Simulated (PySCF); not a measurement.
# ClH₃MgN+, an ion with solvent molecules: interaction energy

Wanted: the interaction energy for `[Mg+][Cl]` with `N`.

Programs: PySCF 2.14.0. All values are calculated, for the isolated system unless a continuum is named. Atoms count from 0, parts from 1.

## 1. Starting point

6 atoms, charge 1, multiplicity 1; geometry: GFN2-xTB. Parts: 1 = atoms 0–1, `[Mg+][Cl]`, charge 1; 2 = atoms 2–5, `N`, charge 0.

## 2. Relaxing the molecule at PBE0-D3(BJ)/def2-SVPD

What the job is given:

```
{"job": {"xc": "PBE0", "basis": "def2-SVPD", "d3": "d3bj", "grid": 2, "kind": "geom", "shake": 0.01}, "charge": 1, "multiplicity": 1, "parts": [{"atoms": "0-1", "charge": 1, "multiplicity": 1}, {"atoms": "2-5", "charge": 0, "multiplicity": 1}]}
Mg     0.471247     0.331748    -1.200788
Cl     0.901390     1.970875     0.015228
N     -0.034528    -1.316265    -2.472149
H     -0.750756    -1.116443    -3.114603
H      0.776221    -1.609865    -3.054287
H     -0.298170    -2.138021    -1.932591
```

Command:

```bash
$ OMP_NUM_THREADS=1 python cluster_run.py task.json out
```

One launch serves the whole session: the jobs run in the order shown.

**Question.** The jobs that follow are: CCSD(T)/aug-cc-pVDZ and MP2/aug-cc-pVTZ counterpoise interaction energy, frozen core, gas phase. Predict: point group; rotational constants (main isotopes); interaction energy, CCSD(T) limit estimate; MP2/aug-cc-pVTZ; T1 diagnostic.

**Answer**, as computed:

| quantity | value |
| --- | --- |
| point group | C3v |
| rotational constants (main isotopes) | 189.72, 2.25, 2.25 GHz |
| interaction energy, CCSD(T) limit estimate | -61.44 kcal/mol |
| MP2/aug-cc-pVTZ | -61.68 kcal/mol |
| T1 diagnostic | 0.0080 |

In words: Over 10 steps the energy fell by 0.108 eV; of the close pairs, Mg0–Cl1 changed most, 2.086 to 2.160 Å. The interaction energy leaves out the deformation of the parts, 0.46 kcal/mol (MP2); added to the CCSD(T) estimate it gives a binding of about -60.98 kcal/mol. The estimate adds CCSD(T) less MP2 in the small basis (+0.54 kcal/mol) to extrapolated MP2. Hartree-Fock gives -63.77 against -61.44 kcal/mol, so correlation weakens the interaction of the frozen parts.
